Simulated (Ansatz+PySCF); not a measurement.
The numbers below are computed, except where a source is named.
## PySCF 2.14.0 run

```python
from pyscf import gto, scf, cc

mol = gto.M(atom="""
Li 2.469740 0.000000 1.729330
C 0.000000 0.000000 0.000000
Li -2.469740 0.000000 1.729330
""", basis='sto-3g', charge=0, spin=0)
mf = scf.UHF(mol)
mf.kernel()
mycc = cc.CCSD(mf, frozen=3).run()
et = mycc.ccsd_t()
print(mf.e_tot, mycc.e_corr, et, mycc.e_tot + et)
```

The script is written out from the run's settings.

The run gave:

```
Converged                       : yes
Reference energy                : -51.71973 hartree
CCSD correlation energy         : -0.15686 hartree
Triples correction              : -0.01916 hartree
Total energy                    : -51.89576 hartree
Spin squared of the determinant : 0.000
```

The reference isn't the lowest determinant (another lies 3.54 eV lower), but the same method gives a higher total on the lower determinant. Caution: large amplitudes, a single reference is doubtful.
